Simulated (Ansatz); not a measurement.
PBE exchange is replaced step by step with exact exchange (0 % is PBE, 25 % PBE0; no dispersion term), basis def2-TZVP, Ansatz. System: AlMe2H (C₂H₇Al). Charge 0, multiplicity 1. Geometry: r2SCAN-D4/def2-TZVP.

Geometry of the singlet:

```xyz
10

Al   -0.6740   -0.3398    0.1047
C     0.8081   -0.6977    1.3268
H     1.1094    0.2174    1.8503
H     1.6979   -1.0338    0.7824
H     0.5805   -1.4489    2.0866
C    -0.4169    0.8976   -1.3855
H     0.3218    0.5017   -2.0928
H    -0.0139    1.8570   -1.0424
H    -1.3297    1.1023   -1.9497
H    -2.0831   -1.0557    0.3196
```

```tsv
exact exchange (%)	HOMO (eV)	LUMO (eV)	gap (eV)
0	-6.50	-1.63	4.87
10	-7.01	-1.32	5.69
15	-7.26	-1.16	6.10
25	-7.78	-0.86	6.92
35	-8.29	-0.55	7.74
50	-9.08	-0.10	8.98
```

Problem. Fit a straight line to the column «gap (eV)» against the share of exact exchange and predict its value at 5 %.

Solution. With x = exact exchange (%) and y = gap (eV): mean x = 22.5, mean y = 6.717; Σ(x − x̄)(y − ȳ) = 134.6, Σ(x − x̄)² = 1638; slope b = 0.08217, intercept a = ȳ − b·x̄ = 4.868. The residuals of the fitted rows reach 0.00. At x = 5 the line gives 4.868 + (0.08217 × 5) = 5.28; the run gave 5.28, the same within rounding.
